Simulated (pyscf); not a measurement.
Structures and frequencies: ωB97X-D3(BJ)/def2-SVP in PySCF.

Task: Estimate the classical barrier height and the reaction energy of `[F][CH]([F])[SiH3]` + `[OH2]` → `[OH][SiH3]` + `[F][CH2][F]` at ωB97M-D3(BJ)/def2-TZVP. The step runs on the singlet surface, breaks C–Si, H–O and forms O–Si, C–H; take the separated reactants as zero.

Result: ΔE‡ = 41.1 kcal/mol, ΔE = -28.6 kcal/mol. Zero-point energy shifts the barrier by +0.1 kcal/mol. It is a four-centre exchange, with an imaginary mode of 999i cm⁻¹. On the reactant side the descent ends in a complex, 4.3 kcal/mol under the separated species and 46.8 kcal/mol under the saddle at ωB97X-D3(BJ)/def2-TZVP. One saddle was located; it need not be the lowest between these sides.
